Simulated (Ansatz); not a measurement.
# Ni (Ni, fcc): the cost of one run

Method: DFT PBE, plane waves with PAW, scalar-relativistic, in Ansatz 0.2.0.

### 1 Starting point

The structure is cubic, space group Fm-3m (No. 225). Conventional cell: a = 3.519 Å, b = 3.519 Å, c = 3.519 Å, α = 90.00°, β = 90.00°, γ = 90.00°. Around Ni (site symmetry m-3m) lie 12 Ni at 2.49 Å.

Coordinates:

```cif
data_structure
_symmetry_space_group_name_H-M 'P 1'
_symmetry_Int_Tables_number 1
_cell_length_a 2.4886
_cell_length_b 2.4886
_cell_length_c 2.4886
_cell_angle_alpha 60.000
_cell_angle_beta 60.000
_cell_angle_gamma 60.000
_cell_volume 10.90
loop_
_atom_site_label
_atom_site_type_symbol
_atom_site_fract_x
_atom_site_fract_y
_atom_site_fract_z
_atom_site_occupancy
Ni1 Ni 0.00000 0.00000 0.00000 1
```

The atoms start with moments of +0.67 μB.

### 2 Width 0.01 eV

The run at 0.01 eV.

File input.yaml:

```yaml
crystal:
  lattice:
    - [0.0, 1.7596893266, 1.7596893266]
    - [1.7596893266, 0.0, 1.7596893266]
    - [1.7596893266, 1.7596893266, 0.0]
  atoms:
    - { symbol: Ni, position: [0.0, 0.0, 0.0], spin: 0.672 }
hamiltonian:
  xc: pbe
  pseudopotentials:
    kind: paw
    azcp:
      Ni: "pseudopotentials/Ni.paw.azcp"
basis:
  ecutwfc: 420
  fft_grid_basis: typed
kpoints:
  mp_grid: { grid: [15, 15, 15], shift: [0, 0, 0] }
magnetization:
  spin_polarized: true
scf:
  occupations: { method: cold, width: 0.01 }
  lower_state_search: "off"
output:
  stress: true
```

On the command line:

```console
$ ansatz run input.yaml --threads 1 --pin off --max-ram 3584MiB --backend cpu --events-out ev --progress --plain --runs-dir out
```

What time and memory should one allow on 1 thread of Intel Xeon Platinum 8259CL at 2.50GHz (Skylake/Cascade Lake), shared host?

About 5.7 s, with a peak of 0.39 GiB.
